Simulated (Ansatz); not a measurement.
# BSiCl (triplet): from Hartree-Fock to the top rungs, def2-QZVPP

An exercise on one series of results from a longer session: the logs are not shown, and one member is left open.

The runs use Ansatz 0.2.0, Gaussian basis; def2-QZVPP, core rule «outside noble gas», up to 11 orbitals frozen.

Plan: UHF; ROHF; CCSD(T) on UHF.

2 further runs of the same task are left out: 2 set aside as unsound or not needed.

**The system**

The geometry is a PBE0/def2-TZVP stationary point (not a proven minimum) of the parent state, kept for this charge and spin.

3 atoms, charge 0, spin multiplicity 3.

Atoms are counted from 1 here; the program's logs count them from 0.

Bond lengths: Cl1–B2 1.685 Å, B2–Si3 1.896 Å. Angles: Cl1–B2–Si3 180.0°.

Geometry (Å):

```xyz
3
charge 0, multiplicity 3
Cl    0.0000    0.0000    1.7556
B     0.0000    0.0000    0.0703
Si    0.0000    0.0000   -1.8259
```

Set-up of the first run:

in.yaml reads:

```yaml
crystal:
  periodic: [false, false, false]
  atoms:
    - {symbol: Cl, position_ang: [0.000000, 0.000000, 1.755629]}
    - {symbol: B, position_ang: [0.000000, 0.000000, 0.070266]}
    - {symbol: Si, position_ang: [0.000000, 0.000000, -1.825895]}
basis:
  gaussian: {orbitals: "def2-QZVPP.json"}
magnetization: {spin_polarized: true, initial_magnetization: 2}
hamiltonian: {xc: hf}
output: {orbitals: {seedname: orbitals}}
```

Run with:

```
$ ansatz run in.yaml --threads 1 --pin off --events-out ev --progress --plain --max-ram 2393MiB
```

Among the steps run: UHF; ROHF; CCSD(T) on UHF.

One of the session's tables, all rows but one given; the rest of the session is left out.

```
  method  from UCCSD(T) (kJ/mol)
    ROHF                 +1133.7
     UHF                 +1120.9
    UMP2                  +144.8
   UCCSD                       ?
UCCSD(T)                       0
```

Q: Estimate the row for UCCSD from the others.

**Answer.** from UCCSD(T) (kJ/mol): +59.1. In the column «from UCCSD(T) (kJ/mol)» it lies between UCCSD(T) (0) and UMP2 (+144.8).
